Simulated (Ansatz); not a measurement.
**BSiHCl (doublet): wave-function methods side by side, cc-pVDZ**

Aim: climb from Hartree-Fock through coupled cluster and multireference methods for BSiHCl (doublet) at one geometry and basis, and see what each rung misses.

Computed with Ansatz 0.2.0, Gaussian basis. Level: cc-pVDZ, core rule «outside noble gas», up to 11 orbitals frozen.

The runs, in order: UHF; CCSD(T) on ROHF; CCSD(T) on UHF; BCCD(T) on ROHF; CISD as a restricted active space (open shells left free, so some higher excitations enter); CCSDT(Q) on ROHF; CCSDT(Q) on UHF; CASSCF and MRCISD+Q, 9 electrons in 9 orbitals; CASSCF and NEVPT2, 9 electrons in 9 orbitals.

17 further runs of the same task are left out: 5 that didn't finish, 12 set aside as unsound or not needed. Runs told in other sessions of the task aren't counted.

## (1) The geometry

The geometry is a PBE0/def2-TZVP stationary point (not a proven minimum).

4 atoms, charge 0, spin multiplicity 2.

Atoms are counted from 1 here; the program's logs count them from 0.

Bond lengths: B1–Si2 2.006 Å, Si2–Cl3 2.045 Å, Si2–H4 1.489 Å. Angles: B1–Si2–Cl3 126.7°, B1–Si2–H4 124.7°, Cl3–Si2–H4 108.6°.

## (2) UHF

File in.yaml:

```yaml
crystal:
  periodic: [false, false, false]
  atoms:
    - {symbol: B, position_ang: [0.000000, -0.774798, 2.297978]}
    - {symbol: Si, position_ang: [0.000000, 0.426352, 0.690864]}
    - {symbol: Cl, position_ang: [0.000000, -0.155923, -1.269218]}
    - {symbol: H, position_ang: [0.000000, 1.914765, 0.744971]}
basis:
  gaussian: {orbitals: cc-pVDZ}
magnetization: {spin_polarized: true, initial_magnetization: 1}
hamiltonian: {xc: hf}
output: {orbitals: {seedname: orbitals}}
```

Run with:

```
ansatz run in.yaml --threads 1 --pin off --events-out ev --progress --plain --max-ram 2393MiB
```

After this run come: CCSD(T) on ROHF; CCSD(T) on UHF; BCCD(T) on ROHF; CISD as a restricted active space (open shells left free, so some higher excitations enter); CCSDT(Q) on ROHF; CCSDT(Q) on UHF; CASSCF and MRCISD+Q, 9 electrons in 9 orbitals; CASSCF and NEVPT2, 9 electrons in 9 orbitals.

Before running them: what should the planned runs give, taken together? Wanted: RCCSDT(Q) from the RHF energy; RMP2 from RCCSDT(Q); UMP2 from RCCSDT(Q); RCCSD from RCCSDT(Q); RCCSD(T) from RCCSDT(Q); UCCSD(T) from RCCSDT(Q); UCCSDT(Q) from RCCSDT(Q); T1 diagnostic.

The runs gave:

| quantity | value |
| --- | --- |
| RCCSDT(Q) from the ROHF energy | -9.0480 eV |
| RMP2 from RCCSDT(Q) | +158.3 kJ/mol |
| UMP2 from RCCSDT(Q) | +163.8 kJ/mol |
| RCCSD from RCCSDT(Q) | +33.0 kJ/mol |
| RCCSD(T) from RCCSDT(Q) | +6.7 kJ/mol |
| UCCSD(T) from RCCSDT(Q) | +9.0 kJ/mol |
| UCCSDT(Q) from RCCSDT(Q) | 0.0 kJ/mol |
| levels within 1 kcal/mol (43 meV) | RCCSDT, UCCSDT, UCCSDT(Q) |
| T1 diagnostic | 0.020 |

In words: RCCSD(T) misses by +6.7 kJ/mol, 0.8 % of the correlation energy. CCSD(T) misses by +6.7 kJ/mol on the restricted determinant and by +9.0 kJ/mol on the unrestricted one; the two need not hold the same state or core. These misses are within one basis, not against nature; the frozen cores of restricted and unrestricted runs differ, which can shift their rows.

With open shells the CI space here admits some higher excitations, so it is larger than plain CISD.
